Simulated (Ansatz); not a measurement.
bcc Cs, treated with r²SCAN (Ansatz, a program for electronic structure, plane waves, PAW).

Run with plane-wave cutoff 600 eV, 16×16×16 k mesh, Fermi–Dirac smearing 0.1 eV, finite displacements, force constants from a 4×4×4 q mesh, scalar-relativistic PAW data made under PBE.

Computed at the level's own relaxed cell. Harmonic vibrational thermodynamics at fixed volume:

```csv
T (K),S_vib (J/K per mol of atoms),C_V (J/K per mol of atoms),F_vib (eV/atom)
0,0.00,0.00,0.0041
200,72.93,24.88,-0.0994
300,83.03,24.91,-0.1805
400,90.20,24.92,-0.2705
600,100.30,24.93,-0.4686
700,104.15,24.93,-0.5746
800,107.48,24.93,-0.6843
```

The crystal is taken as a harmonic solid at every temperature: melting, phase changes and thermal expansion are not seen, nor the electrons' share in a metal.
